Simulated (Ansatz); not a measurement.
Results of r²SCAN (Ansatz, an electronic-structure program, plane waves, PAW) for pyrite RuS2.

Run with plane-wave cutoff 600 eV, 8×8×8 k mesh, finite displacements, no spin polarisation, scalar-relativistic PAW data made under PBE.

Cell (relaxed at this level):

RuS₂ is taken in the cubic space group Pa-3 (No. 205), Pearson symbol cP12. Lattice parameters: a = 5.632 Å, b = 5.632 Å, c = 5.632 Å, α = 90.00°, β = 90.00°, γ = 90.00°. Ru on 4a has 6 S at 2.360 Å (octahedral). S on 8c is coordinated by 1 S at 2.187 Å and 3 Ru at 2.360 Å (tetrahedral). (Neighbours: up to the widest gap in distance over summed covalent radii, below 1.35, at either atom; cation-cation and far metal-metal contacts left out.)

**Question.** Give the computed high-frequency dielectric constant and static dielectric constant.

**Answer.** 
* **high-frequency dielectric constant**: 14.4
* **static dielectric constant**: 17.5
